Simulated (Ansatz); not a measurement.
A structure drawn as `NC(O)(F)F`, with this starting geometry:

Cartesian coordinates in Å:
```
N 0.4048 0.5209 0.9692
C -0.1130 -0.3378 0.0388
O -0.1327 0.2607 -1.2242
F 0.5561 -1.4897 -0.0217
F -1.3649 -0.6787 0.3920
H -0.0957 1.3950 0.9455
H 1.3412 0.7894 0.6047
H -0.5958 -0.4598 -1.7043
```

Total charge 0; spin multiplicity 1.

(1) Does it keep its bonds when Ansatz relaxes it at PBE-D4/def2-SVP and then PBE0-D4/def2-TZVP?

(2) Give the relaxed structure. (Estimate.)

Atoms count as bonded under 1.1 times the sum of their covalent radii (H–H under 0.85 Å, pairs among N, O and F under 1.55 Å), and a drawn bond as lost past 1.3 times.

Results:

(1) Yes, every drawn bond is still there and no new one forms.

(2) Ansatz gave: 
Z-matrix (Å, degrees):
```
C
O 1 1.366
F 1 1.357 2 109.2
N 1 1.402 2 113.6 3 122.2
F 1 1.357 2 109.2 3 -115.7
H 2 0.965 1 108.7 3 58.0
H 4 1.011 1 110.1 2 60.2
H 4 1.011 1 110.1 2 -60.7
```
All modes are real.
